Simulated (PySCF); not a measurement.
# HBS: PBE0 against B3LYP

Base calculation in PySCF with density fitting and no spin–orbit coupling, PBE0/def2-TZVP (no relativity): singlet, C∞v, B–H 1.175 Å, B–S 1.598 Å; H–B–S 180.0°; wavenumbers 730 (×2), 1205, 2833 cm⁻¹; dipole moment 1.42 D, gap between the highest occupied and lowest empty levels 7.35 eV, polar-tensor charge of B 0.37 e, atomisation energy (no zero-point energy) 1044 kJ/mol.

Q: What changes on going to B3LYP/def2-TZVP (no relativity)?

A: The point group stays the same. Changes: mean bond to B -0.001 Å, smallest bond angle 0.0 degrees, highest wavenumber +10 cm⁻¹, lowest wavenumber +2 cm⁻¹, dipole moment -0.04 D, gap between the highest occupied and lowest empty levels -0.49 eV, polar-tensor charge of B -0.01 e, atomisation energy (no zero-point energy) -6 kJ/mol. The new structure has B–H 1.170 Å, B–S 1.600 Å; H–B–S 180.0°, with wavenumbers 732 (×2), 1192, 2843 cm⁻¹.

The structures come from searches over a few start shapes, so lower isomers are not excluded.
